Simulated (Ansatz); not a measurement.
Rock-salt NaI: LDA at its full settings (plane-wave cutoff 520 eV, 10×10×10 k mesh, Fermi–Dirac smearing 0.01 eV, scalar-relativistic PAW data made under PBE) and at cheaper ones, in a cell of 2 atoms with Γ-centred meshes.

```
level and setting            lattice parameter a (Å)  bulk modulus (GPa)
---------------------------  -----------------------  ------------------
LDA (Ansatz)                                   6.260                20.8
LDA (2×2×2 k mesh) (Ansatz)                    6.565                15.6
LDA (4×4×4 k mesh) (Ansatz)                    6.269                20.7
```

Largest shifts from the full settings: lattice constant a +4.87 % (LDA (2×2×2 k mesh)), against a difference of -2.32 % of the full result from the reference 6.409 Å (measured, low temperature, not corrected to a static lattice; as tabulated in Doll and Stoll (1998), arXiv:cond-mat/9801031); bulk modulus -25 % (LDA (2×2×2 k mesh)), against a difference of +16.2 % of the full result from the reference 17.9 GPa (measured, 4 K, not corrected to a static lattice; as tabulated in Doll and Stoll (1998), arXiv:cond-mat/9801031).

Ansatz's density-functional and Hartree–Fock values are scalar-relativistic unless marked +SOC, with PAW data made under PBE.

Run with cheap settings on purpose, which may leave them unconverged: LDA (2×2×2 k mesh), LDA (4×4×4 k mesh).

Ansatz is a quantum-chemistry and plane-wave program.
